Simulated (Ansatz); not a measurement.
Two isomers of C3H6O: A = `C=CCO`, B = `C=COC`.

Computed with Ansatz on PBE0-D4/def2-TZVP structures; ΔE is electronic, products minus reactants. CCSD(T)/CBS adds triple-zeta CCSD(T) − MP2 to the extrapolated MP2 energy (def2 sets, frozen cores). Functionals use def2-TZVPP. B3LYP here is the variant with VWN-RPA as its local correlation; programs differ in this. One conformer a species, not always the lowest.

A:

```xyz
10

C    -1.5208    0.3031   -0.0996
C    -0.2416    0.4463   -0.4163
C     0.8892   -0.0006    0.4485
O     1.7422   -0.9121   -0.2185
H    -1.8204   -0.1489    0.8417
H    -2.3142    0.6374   -0.7580
H     0.0402    0.8940   -1.3671
H     0.4993   -0.4247    1.3839
H     1.5243    0.8501    0.7125
H     1.2017   -1.6445   -0.5271
```

B:

Z-matrix (Å, degrees):
```
C
O 1 1.408
H 1 1.095 2 111.0
H 1 1.089 2 106.6 3 119.3
H 1 1.095 2 111.0 3 -121.4
C 2 1.344 1 116.4 3 60.7
C 6 1.330 2 128.1 1 0.0
H 6 1.085 2 110.2 1 -180.0
H 7 1.081 6 123.6 2 -0.0
H 7 1.081 6 118.7 2 180.0
```

Question: Which isomer does CCSD(T)/CBS put lower? Give the gap. (Estimate.)

Answer: Computed: A, by 5.1 kcal/mol.

Question: Give E(B) − E(A) in kcal/mol with HF/def2-TZVPP, MP2/def2-TZVPP, CCSD(T)/def2-SVP, CCSD(T)/def2-TZVPP, CCSD/def2-TZVPP, r2SCAN-D4, B3LYP. (An estimate is asked.)

Answer: Computed: HF/def2-TZVPP 4.5, MP2/def2-TZVPP 4.7, CCSD(T)/def2-SVP 2.9, CCSD(T)/def2-TZVPP 4.6, CCSD/def2-TZVPP 4.9, r2SCAN-D4 2.4, B3LYP 3.1. None reverses the order clearly.

Question: Does the order hold for the free energy at 298.15 K (harmonic terms from PBE0-D4)? (Best estimate.)

Answer: Ansatz gave: Yes: G(B) − G(A) = +5.4 kcal/mol, for one conformer each.

Largest T1 diagnostic: 0.012.

From r2SCAN to r2SCAN0 (25 % exact exchange), in def2-TZVPP and without D4, E(B) − E(A) moves by +0.9 kcal/mol. Leaving LDA and LC-ωPBE aside and taking each functional with its dispersion term where it has one, the values, not all of them listed here, spread over 2.0 kcal/mol, from BLYP-D4 to PBE-QIDH. LDA lies −1.6 kcal/mol from PBE without D4.
